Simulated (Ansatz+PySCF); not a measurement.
singlet CO: levels of theory in one basis

```yaml
atoms:
  - { symbol: C, position_ang: [0.0000, 0.0000, -1.3215] }
  - { symbol: O, position_ang: [0.0000, 0.0000, 0.9911] }
```

Basis set: STO-3G (spherical functions). Left uncorrelated: 2 orbitals. Charge 0, multiplicity 1.

Computed with Ansatz (development build ahead of 0.2.0) and PySCF 2.14.0; each method stands on the lowest determinant of its kind that the runs found.

```csv
method,E − E(RHF) (eV),<S²> of the determinant
RHF,0.00,–
UHF,-6.34,2.00
RHF-MP2,-1.03,–
UHF-MP2,-6.62,2.00
RHF-CCSD,-2.25,–
UHF-CCSD,-7.00,2.00
RHF-CCSD(T),-2.27,–
UHF-CCSD(T),-7.04,2.00
```

**Question.** What does full CI (lowest root of this spin) give on the same scale?

**Answer.** -7.28 eV.

At such a shape the full CI root can have another spatial symmetry than the determinants, so the rows needn't describe one state.

**Question.** Is a single determinant a sound starting point here?

**Answer.** It is doubtful. Unrestricted orbitals lower Hartree–Fock by 6.34 eV and <S²> is 2.00 where a pure state has 0.00, a sign of strong static correlation.

Caution for RHF, RHF-MP2, RHF-CCSD, RHF-CCSD(T): an unrestricted determinant lies well below. Caution for UHF, UHF-MP2, UHF-CCSD, UHF-CCSD(T): the unrestricted determinant is a mixture of spin states. Caution for RHF-MP2, UHF-MP2, RHF-CCSD, UHF-CCSD, RHF-CCSD(T), UHF-CCSD(T): large amplitudes, a single reference is doubtful. Caution for RHF-MP2, UHF-CCSD, UHF-CCSD(T): the program doubts this total. Caution for UHF-MP2, UHF-CCSD, UHF-CCSD(T): a plain start can end on a higher determinant.
